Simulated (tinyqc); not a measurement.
RKS/LDA (VWN5) in the sto-3g basis, for BH, spin multiplicity 1, step by step. One step of it, computed by the program tinyqc.

Task: Iteration 2: building the Kohn-Sham matrix. J_ij = sum D_kl (ij|kl); F = H + J + V_xc; E = tr D H + tr D J / 2 + E_xc + E_nn.

D after iteration 1:
```
            1B 1s      1B 2s    1B 2px    1B 2py     1B 2pz      2H 1s
1B 1s    2.150301  -0.557012  0.000000  0.000000   0.110458   0.008062
1B 2s   -0.557012   2.063723  0.000000  0.000000  -0.429791  -0.022768
1B 2px   0.000000   0.000000  0.117690  0.470669   0.000000   0.000000
1B 2py   0.000000   0.000000  0.470669  1.882310   0.000000   0.000000
1B 2pz   0.110458  -0.429791  0.000000  0.000000   0.089524   0.004736
2H 1s    0.008062  -0.022768  0.000000  0.000000   0.004736   0.000253
```

core Hamiltonian H = T + V (hartree):
```
             1B 1s      1B 2s     1B 2px     1B 2py     1B 2pz      2H 1s
1B 1s   -12.561512  -3.252083   0.000000   0.000000  -0.005432  -0.080775
1B 2s    -3.252083  -3.652817   0.000000   0.000000  -0.055430  -0.332587
1B 2px    0.000000   0.000000  -2.848699   0.000000   0.000000   0.000000
1B 2py    0.000000   0.000000   0.000000  -2.848699   0.000000   0.000000
1B 2pz   -0.005432  -0.055430   0.000000   0.000000  -2.876195  -0.397269
2H 1s    -0.080775  -0.332587   0.000000   0.000000  -0.397269  -1.668561
```

Two-electron integrals (ij|kl) in chemists' order, unique and non-zero (hartree):
```
(11|11) 2.923513   (21|11) 0.518376   (21|21) 0.109262   (22|11) 0.744229
(22|21) 0.193177   (22|22) 0.544804   (31|31) 0.020264   (32|31) 0.029996
(32|32) 0.120346   (33|11) 0.742491   (33|21) 0.193240   (33|22) 0.544682
(33|33) 0.586773   (41|41) 0.020264   (42|41) 0.029996   (42|42) 0.120346
(43|43) 0.031630   (44|11) 0.742491   (44|21) 0.193240   (44|22) 0.544682
(44|33) 0.523513   (44|44) 0.586773   (51|51) 0.020264   (52|51) 0.029996
(52|52) 0.120346   (53|53) 0.031630   (54|54) 0.031630   (55|11) 0.742491
(55|21) 0.193240   (55|22) 0.544682   (55|33) 0.523513   (55|44) 0.523513
(55|55) 0.586773   (61|11) 0.012500   (61|21) 0.002634   (61|22) 0.004700
(61|33) 0.004679   (61|44) 0.004679   (61|51) 0.000215   (61|52) 0.000398
(61|55) 0.004745   (61|61) 0.000066   (62|11) 0.051124   (62|21) 0.013596
(62|22) 0.045178   (62|33) 0.043779   (62|44) 0.043779   (62|51) 0.001469
(62|52) 0.010584   (62|55) 0.047924   (62|61) 0.000355   (62|62) 0.006929
(63|31) 0.000996   (63|32) 0.005357   (63|53) 0.001763   (63|63) 0.000540
(64|41) 0.000996   (64|42) 0.005357   (64|54) 0.001763   (64|64) 0.000540
(65|11) 0.060374   (65|21) 0.016189   (65|22) 0.056045   (65|33) 0.053533
(65|44) 0.053533   (65|51) 0.002322   (65|52) 0.016215   (65|55) 0.061003
(65|61) 0.000432   (65|62) 0.009760   (65|65) 0.014029   (66|11) 0.240389
(66|21) 0.064738   (66|22) 0.239645   (66|33) 0.230990   (66|44) 0.230990
(66|51) 0.005417   (66|52) 0.054293   (66|55) 0.256762   (66|61) 0.001670
(66|62) 0.054953   (66|65) 0.083431   (66|66) 0.774606
```

nuclear repulsion = 1.20212906 hartree

V_xc (hartree):
```
            1B 1s      1B 2s     1B 2px     1B 2py     1B 2pz      2H 1s
1B 1s   -1.778404  -0.292139   0.000000   0.000000   0.004929  -0.006958
1B 2s   -0.292139  -0.462363   0.000000   0.000000   0.033715  -0.024906
1B 2px   0.000000   0.000000  -0.441093  -0.018370   0.000000   0.000000
1B 2py   0.000000   0.000000  -0.018370  -0.509950   0.000000   0.000000
1B 2pz   0.004929   0.033715   0.000000   0.000000  -0.436408  -0.025761
2H 1s   -0.006958  -0.024906   0.000000   0.000000  -0.025761  -0.046275
```

E_xc = sum of w rho eps_xc = -4.21835578 hartree

Give: Coulomb J; Kohn-Sham matrix F; total energy of this density.

Result:

Coulomb J (hartree):
```
          1B 1s    1B 2s  1B 2px  1B 2py   1B 2pz   2H 1s
1B 1s    8.7948   1.7950  0.0000  0.0000  -0.0213  0.0431
1B 2s    1.7950   3.6462  0.0000  0.0000  -0.0971  0.2709
1B 2px   0.0000   0.0000  3.6054  0.0298   0.0000  0.0000
1B 2py   0.0000   0.0000  0.0298  3.7170   0.0000  0.0000
1B 2pz  -0.0213  -0.0971  0.0000  0.0000   3.6035  0.3263
2H 1s    0.0431   0.2709  0.0000  0.0000   0.3263  1.3774
```

Kohn-Sham matrix F (hartree):
```
          1B 1s    1B 2s  1B 2px  1B 2py   1B 2pz    2H 1s
1B 1s   -5.5451  -1.7492  0.0000  0.0000  -0.0219  -0.0446
1B 2s   -1.7492  -0.4690  0.0000  0.0000  -0.1188  -0.0866
1B 2px   0.0000   0.0000  0.3156  0.0114   0.0000   0.0000
1B 2py   0.0000   0.0000  0.0114  0.3583   0.0000   0.0000
1B 2pz  -0.0219  -0.1188  0.0000  0.0000   0.2909  -0.0968
2H 1s   -0.0446  -0.0866  0.0000  0.0000  -0.0968  -0.3375
```

total energy of this density = -23.702274 hartree
